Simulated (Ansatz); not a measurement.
## [GeH$_{3}$···H···SiH$_{3}$], doublet along the distance Ge1-H5

Starting geometry:

```xyz
9

Ge   -0.9917    0.0000    0.0000
H    -1.5031    1.4466    0.0000
H    -1.5031   -0.7233    1.2528
H    -1.5031   -0.7233   -1.2528
H     0.5427    0.0000    0.0000
Si    2.4003    0.0000    0.0000
H     2.8503   -1.4163    0.0000
H     2.8503    0.7081   -1.2265
H     2.8503    0.7081    1.2265
```

From there H5 is moved from one fragment to the other while all else, the fragments' distance too, stays fixed; atoms are numbered as listed. Energies are in kcal/mol, counted from the starting geometry at the same level.

Basis cc-pVDZ; Ansatz 0.2.0. Only valence electrons are correlated (noble-gas cores and the filled d shells of p-block atoms frozen). R marks a restricted (for open shells ROHF) determinant, U an unrestricted one. Active spaces: frontier = (9e, 9o) about the gap. No spin–orbit coupling is included, and no scalar relativity.

Runs in a small pair space aren't shown, since their orbitals change along the scan.

Full CI isn't at hand for all of this; UCCSDT(Q) serves as the reference, and is uncertain by about the last step of the cluster series. The frozen core follows each run's orbitals, which can shift R against U totals by a few meV for light atoms and by up to 0.1 eV past Ca.

```json
{"distance Ge1-H5 (Å)": "1.534", "UCCSDT(Q)": "0.0", "error UMP2": "0.0", "error UCCSD": "0.0", "error UCCSD(T)": "0.0", "error RCCSDT(Q)": "0.0", "error MRCISD (frontier space)": "0.0", "error MRCISD+Q (frontier space)": "0.0"}
{"distance Ge1-H5 (Å)": "1.594", "UCCSDT(Q)": "-1.0", "error UMP2": "0.1", "error UCCSD": "0.1", "error UCCSD(T)": "0.0", "error RCCSDT(Q)": "0.0", "error MRCISD (frontier space)": "0.1", "error MRCISD+Q (frontier space)": "0.0"}
{"distance Ge1-H5 (Å)": "1.713", "UCCSDT(Q)": "-2.4", "error UMP2": "0.2", "error UCCSD": "0.2", "error UCCSD(T)": "0.0", "error RCCSDT(Q)": "0.0", "error MRCISD (frontier space)": "0.1", "error MRCISD+Q (frontier space)": "0.1"}
{"distance Ge1-H5 (Å)": "1.833", "UCCSDT(Q)": "-3.6", "error UMP2": "0.1", "error UCCSD": "0.0", "error UCCSD(T)": "0.0", "error RCCSDT(Q)": "0.0", "error MRCISD (frontier space)": "-0.1", "error MRCISD+Q (frontier space)": "0.0"}
{"distance Ge1-H5 (Å)": "1.952", "UCCSDT(Q)": "-2.8", "error UMP2": "-0.2", "error UCCSD": "-0.2", "error UCCSD(T)": "0.0", "error RCCSDT(Q)": "0.1", "error MRCISD (frontier space)": "-0.3", "error MRCISD+Q (frontier space)": "0.0"}
```

Errors are those of relative energies. In total energy the starting point itself misses UCCSDT(Q) by: UMP2 39.7, UCCSD 4.5, UCCSD(T) 0.9, RCCSDT(Q) 0.0, MRCISD (frontier space) 14.7, MRCISD+Q (frontier space) 1.4 kcal/mol.

Spread of the error over the points with a reference, to 1.952 Å (largest less smallest): RCCSDT(Q) 0.1, UCCSD(T) 0.1, MRCISD+Q (frontier space) 0.1, UCCSD 0.3, MRCISD (frontier space) 0.4, UMP2 0.4 kcal/mol.
